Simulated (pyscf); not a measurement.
Structures and frequencies: ωB97X-D3(BJ)/def2-SVP in PySCF.

SMILES: FC(C(F)(F)F)(F)C(F)(F)F
```xyz
11

F      1.6872    -0.5621    -0.5219
C      0.8387    -0.8212     0.4704
F      1.4858    -1.4599     1.4387
F     -0.1373    -1.5998     0.0149
C      0.2577     0.4969     1.0377
F      1.2601     1.1816     1.6103
F     -0.6546     0.1795     1.9698
C     -0.4198     1.4212    -0.0032
F     -0.9755     2.4500     0.6270
F     -1.3642     0.7559    -0.6640
F      0.4776     1.8777    -0.8706
```
Charge 0, spin multiplicity 1.

**Question.** How much does it cost (ΔH, 298 K, ωB97M-D3(BJ)/def2-TZVP) to split F–C(F)(F)–C(F)(F)–C(F)(F)–F at its C–F bond into F• + F–C•(F)–C(F)(F)–C(F)(F)–F?

**Answer.** C–F to F• + F–C•(F)–C(F)(F)–C(F)(F)–F: 5.32 eV. The 7 functionals that were run give +5.12 (B3LYP-D3(BJ)) to +5.39 eV (M06-2X). Other isomers of F–C•(F)–C(F)(F)–C(F)(F)–F were not searched in full and may lie lower. Left out: the spin-orbit lowering of F.
